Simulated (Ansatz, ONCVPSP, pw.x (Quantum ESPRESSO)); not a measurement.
What a changed setting does to a pw.x run (fcc Os)

Potential: optimised norm-conserving Vanderbilt (ONCV), ONCVPSP 4.0.1, LDA (Perdew-Wang 92); core [Kr] 4d10 4f14, reference 5s2 5p6 5d6 6s1.75 6p0.25; waves: 5s+6s: rc 1.45 bohr, ncon 4, nbas 8, qcut 8.7 1/bohr, 2 projectors; 5p+6p: rc 2.25 bohr, ncon 4, nbas 8, qcut 7.7 1/bohr, 2 projectors; 5d: rc 2.25 bohr, ncon 4, nbas 9, qcut 8 1/bohr, 2 projectors, debl 3.5 Ha; local part: polynomial inside 1.00 bohr (lpopt 5, dvloc0 1 Ha); core correction: polynomial model core, fcfact 0.65.

The reference run (k-mesh 15³, cutoffs 80/320 Ry, Fermi–Dirac 0.01 Ry, mixing_beta 0.4, conv_thr 1e-9, no spin) gives -5.65 GPa at 13.735 Å³/atom, where all-electron LAPW gives 0.40 GPa. This run, with its own iteration cap, changes degauss to 0.02.

```
&control
  calculation='scf', prefix='x', pseudo_dir='./', outdir='./tmp', tstress=.true., disk_io='none'
/
&system
  ibrav=0, nat=1, ntyp=1, ecutwfc=80, ecutrho=320, nbnd=16,
  occupations='smearing', smearing='fd', degauss=0.02
/
&electrons
  conv_thr=1e-09, mixing_beta=0.4, electron_maxstep=60
/
ATOMIC_SPECIES
Os 1.0 Os.UPF
CELL_PARAMETERS angstrom
  0.00000000 1.90078453 1.90078453
  1.90078453 0.00000000 1.90078453
  1.90078453 1.90078453 0.00000000
ATOMIC_POSITIONS crystal
Os 0.0000 0.0000 0.0000
K_POINTS automatic
15 15 15 0 0 0
```

```bash
pw.x < Os.scf.in > Os.scf.out
```

Question: How does the run end?

Answer: It converges in 8 iterations; the free energy moves by -67.9 meV/atom and the pressure by +1.48 GPa. In a metal, with Fermi–Dirac smearing, F lies below its zero-width value by a term in the square of the width.

```
Message from routine setup:
     using ibrav=0 with symmetry is DISCOURAGED, use correct ibrav instead
     lattice parameter (alat)  =       5.0798  a.u.
     unit-cell volume          =      92.6884 (a.u.)^3
     number of electrons       =        16.00
     number of Kohn-Sham states=           16
     kinetic-energy cutoff     =      80.0000  Ry
     charge density cutoff     =     320.0000  Ry
     scf convergence threshold =      1.0E-09
     Exchange-correlation= SLA  PW   NOGX NOGC
     number of k points=   120  Fermi-Dirac smearing, width (Ry)=  0.0200
     iteration #  1     ecut=    80.00 Ry     beta= 0.40
     total energy              =    -235.68536990 Ry
     estimated scf accuracy    <       0.04042214 Ry
     iteration #  2     ecut=    80.00 Ry     beta= 0.40
     total energy              =    -235.68868553 Ry
     estimated scf accuracy    <       0.00299724 Ry
     iteration #  3     ecut=    80.00 Ry     beta= 0.40
     total energy              =    -235.68913448 Ry
     estimated scf accuracy    <       0.00021263 Ry
     iteration #  4     ecut=    80.00 Ry     beta= 0.40
     total energy              =    -235.68915246 Ry
     estimated scf accuracy    <       0.00000617 Ry
     iteration #  5     ecut=    80.00 Ry     beta= 0.40
     total energy              =    -235.68915392 Ry
     estimated scf accuracy    <       0.00000054 Ry
     iteration #  6     ecut=    80.00 Ry     beta= 0.40
     total energy              =    -235.68915404 Ry
     estimated scf accuracy    <          2.7E-09 Ry
     iteration #  7     ecut=    80.00 Ry     beta= 0.40
     total energy              =    -235.68915404 Ry
     estimated scf accuracy    <          1.3E-09 Ry
     iteration #  8     ecut=    80.00 Ry     beta= 0.40
     the Fermi energy is    26.1761 ev
!    total energy              =    -235.68915404 Ry
     estimated scf accuracy    <          6.5E-10 Ry
     smearing contrib. (-TS)   =      -0.01404495 Ry
     The total energy is F=E-TS. E is the sum of the following terms:
     one-electron contribution =     -20.43180093 Ry
     hartree contribution      =      22.98164125 Ry
     xc contribution           =     -74.84284362 Ry
     ewald contribution        =    -163.38210579 Ry
     convergence has been achieved in   8 iterations
          total   stress  (Ry/bohr**3)                   (kbar)     P=      -41.66
     Message from routine punch:
     Nothing written, as per user request (disk_io='none')
```

The run took about 22 s on one core of a shared host (Intel(R) Xeon(R) Platinum 8488C, 192 threads, 744 GiB, load 57).
